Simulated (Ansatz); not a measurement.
**LO(Γ) frequency of zinc-blende AlN (metastable phase) at several levels of theory**

No measured value is used here.

| level (code) | value (cm⁻¹) | cell (Å³/atom) |
|---|---|---|
| LDA (Ansatz) | 902 | 10.24 |
| PBE (Ansatz) | 869 | 10.67 |
| r²SCAN (Ansatz) | ___ | 10.43 |

Problem. What belongs in the gaps?

Solution. 
- r²SCAN (Ansatz, an electronic-structure program), value (cm⁻¹): 911

Each level is taken at its own relaxed cell. Cutoffs and k meshes differ between the levels. Ansatz's density-functional and Hartree–Fock values are scalar-relativistic unless marked +SOC, with PAW data made under PBE.
